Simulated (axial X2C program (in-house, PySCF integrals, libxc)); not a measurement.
**Which molecule has these constants?**

Computed with an in-house relativistic program for diatomic molecules, spin-free (one-electron X2C) or two-component (2c: spin–orbit coupling with atomic mean-field Coulomb and Gaunt terms, which also bring small scalar terms), in Dyall basis sets with cores contracted in-house; open shells are unrestricted.

A two-component PBE0 calculation in a Dyall 3-zeta basis gave Re = 2.025 Å, ωe = 307.3 cm⁻¹, De = 0.13 eV, Ω = 3/2.

Problem. Which molecule is it?
A. LiF⁺
B. NaF⁺
C. HF⁺

Solution. A. The others have NaF⁺ 2.452 Å and 153.2 cm⁻¹ (Ω = 3/2); HF⁺ 1.008 Å and 3049.9 cm⁻¹ (Ω = 3/2).

Each entry is the lowest single determinant of a limited PBE0 search at one distance. De goes to single-determinant-based atoms at the same level (for ions the charge split of lowest energy) and is withheld (n/a) where an atom does not fit its ground term or J level. Main or longest-lived isotopes. One determinant is a doubtful description, or other states lie close, for LiF⁺, NaF⁺; these need not be ground states, and all values refer to the states named. Some light 2c atoms are not at their ground J level, so De misses part of their lowering (0.04 eV or less). The functionals have no current term, which raises determinants with orbital currents. Where the atoms have a lower orbital projection than the molecule, De at mean-field level may be about a tenth of an eV too small.
